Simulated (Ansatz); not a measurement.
**Worked example: the enthalpy of formation of N2H3 (SMILES [NH]N)**

N2H3 has 5 atoms, charge 0, and is taken as a doublet. As SMILES, `[NH]N`. The shape is that of a PBE0-D4/def2-TZVP optimisation. This is one conformer, not always the lowest.

Total energies at RPA@PBE/def2-TZVP, 2 core orbitals frozen (Ansatz 0.2.0); the atoms run unrestricted:

| species | state | energy (Eh) |
| --- | --- | --- |
| N2H3 | doublet | -111.241491 |
| N | quartet | -54.591652 |
| H | doublet | -0.513303 |

Harmonic wavenumbers at UPBE0-D4/def2-TZVP, in cm⁻¹: 558, 706, 1145, 1284, 1486, 1668, 3451, 3514, 3657.

Measured heats of formation of the gaseous atoms at 298.15 K, in kJ/mol: N 472.4, H 218.0. Take 1 Eh = 2625.50 kJ/mol, 1 cm⁻¹ = 0.0119627 kJ/mol, RT = 2.479 kJ/mol.

**Question.** Work out the heat of formation of the gas at 298 K.

**Answer.** 
1. Electronic atomisation energy: 2 × (-54.591652) + 3 × (-0.513303) − (-111.241491) = 0.518278 Eh = 1360.7 kJ/mol.
2. Zero-point energy: half the sum of the wavenumbers, 8734.5 cm⁻¹ = 104.5 kJ/mol.
3. Thermal vibrational enthalpy, Σ hcν̃/(exp(hcν̃/kT) − 1): 0.9 kJ/mol. Translation, rotation and pV of a non-linear molecule: 4 RT = 9.9 kJ/mol.
4. The 5 free atoms carry 5/2 RT each: 31.0 kJ/mol.
5. Atomisation enthalpy at 298 K: 1360.7 − 104.5 − 0.9 − 9.9 + 31.0 = 1276.4 kJ/mol.
6. Sum of the atoms' heats of formation: 1598.8 kJ/mol. Heat of formation: 1598.8 − 1276.4 = +322.4 kJ/mol.

The tabulated value is +224.9 kJ/mol (Active Thermochemical Tables), so this level is off by +97.5 kJ/mol, or 7.1 % of the atomisation enthalpy that the table implies (1374.0 kJ/mol). Anharmonicity and any spin-orbit splitting of the molecule are left out, and so is core correlation.
